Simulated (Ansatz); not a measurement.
# MgH₂, singlet: CASSCF and its corrections

Computed with Ansatz's Gaussian-basis code (development build). Basis cc-pV(T+d)Z on Mg, cc-pVTZ on H, nonrelativistic, 1 orbital frozen in the corrections. State-specific CASSCF; RHF is the lowest restricted (open-shell) Hartree–Fock solution met. No symmetry is imposed, so a solution can break that of the shape. No proof that the lowest CASSCF solution was found.

Geometry:

```xyz
3

Mg    0.0000    0.0000    0.0000
H     0.0000    0.0000    1.5300
H     0.0000    0.0000   -1.7000
```

Q: What do CASSCF and its corrections give against RHF in CAS(4,6), and what are the occupations?

A: CASSCF -1.182 eV, SC-NEVPT2 -3.151 eV; occupations 1.97, 1.95, 0.04, 0.02, 0.01, 0.01.
